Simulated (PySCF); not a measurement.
# Working out the ionisation energy of O

O [He] 2s2 2p4 (3P) → O⁺ [He] 2s2 2p3 (4S). Calculation: PySCF 2.14, in def2-SVP; the non-relativistic Hamiltonian (point nucleus). Frozen: 1s2. Energies in hartree (1 hartree = 27.21139 eV):

| part | O (lower) | O⁺ (upper) |
| --- | --- | --- |
| UHF | -74.720101 | -74.276071 |
| CCSD correlation | -0.116537 | -0.083874 |
| (T) | -0.000832 | -0.000568 |

Problem. What does Hartree-Fock give?

Solution. (-74.276071) − (-74.720101) = 0.444030 hartree = 12.083 eV.

Problem. What do CCSD and CCSD(T) give?

Solution. The CCSD correlation energies differ by 0.032663 hartree = 0.889 eV and the triples by 0.000264 hartree = 0.007 eV, so CCSD gives 12.972 eV and CCSD(T) 12.979 eV.

Measured between the centres of the two terms (NIST): 13.608 eV, so CCSD(T) (valence) is off by -0.629 eV.

A double-zeta basis recovers only part of the correlation energy.

What remains against the reference includes basis incompleteness, the frozen core and higher excitations.
